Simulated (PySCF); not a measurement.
Simulated outer-valence photoelectron spectrum of `CO[C@@H]1C=N1`. The calculation used EOM-IP-CCSD/aug-cc-pVDZ in PySCF, restricted Hartree–Fock reference, 5 core orbitals frozen, non-relativistic, gas phase, PBE0-D3(BJ)/def2-SVP geometry.

Each root has a Gaussian of 0.8 eV full width with its one-hole share as area; cross sections and vibrations are left out, and the highest printed point is 100.

| ionisation energy (eV) | intensity |
| --- | --- |
| 8.6 | 0 |
| 8.8 | 2 |
| 9.0 | 10 |
| 9.2 | 30 |
| 9.4 | 62 |
| 9.6 | 92 |
| 9.8 | 96 |
| 10.0 | 76 |
| 10.2 | 59 |
| 10.4 | 66 |
| 10.6 | 89 |
| 10.8 | 100 |
| 11.0 | 88 |
| 11.2 | 73 |
| 11.4 | 79 |
| 11.6 | 96 |
| 11.8 | 98 |
| 12.0 | 76 |
| 12.2 | 55 |
| 12.4 | 58 |
| 12.6 | 81 |
| 12.8 | 98 |
| 13.0 | 91 |
| 13.2 | 74 |
| 13.4 | 72 |
| 13.6 | 89 |
| 13.8 | 100 |
| 14.0 | 88 |
| 14.2 | 70 |
| 14.4 | 70 |
| 14.6 | 89 |
| 14.8 | 99 |
| 15.0 | 87 |
| 15.2 | 69 |
| 15.4 | 71 |
| 15.6 | 90 |
| 15.8 | 98 |
| 16.0 | 81 |
| 16.2 | 57 |
| 16.4 | 51 |
| 16.6 | 71 |
| 16.8 | 92 |
| 17.0 | 89 |
| 17.2 | 62 |
| 17.4 | 30 |
| 17.6 | 11 |
| 17.8 | 3 |
| 18.0 | 0 |

Problem. Where are the maxima, and how many lines lie under the curve?

Solution. 8 maxima, at 9.7, 10.8, 11.7, 12.8, 13.8, 14.8, 15.8 and 16.9 eV, from 8 lines.

Problem. List the lines with their holes.

Solution. 
```
E (eV)  leading hole (HF orbital)  area  Koopmans (eV)
  9.72                       HOMO  0.95          10.79
 10.77                     HOMO-2  0.95          12.40
 11.73                     HOMO-1  0.96          12.05
 12.83                     HOMO-3  0.95          14.09
 13.80                     HOMO-4  0.95          14.94
 14.79                     HOMO-5  0.94          16.30
 15.78                     HOMO-6  0.94          17.38
 16.89                     HOMO-7  0.92          18.77
```

The widest gap, 1.11 eV, lies between 15.78 and 16.89 eV. Only orbitals with −ε under 21 eV, eight at most, were ionised, so the high end of the curve may lack lines.

Hardware: one thread of an Arm Neoverse V2, no GPU (shared host). Cost: 6.4 min of wall time.

The values belong to the conformer `[CH3:1][O:2][C@@H:3]1[CH:4]=[N:5]1`: C1–O2–C3–C4 143°.
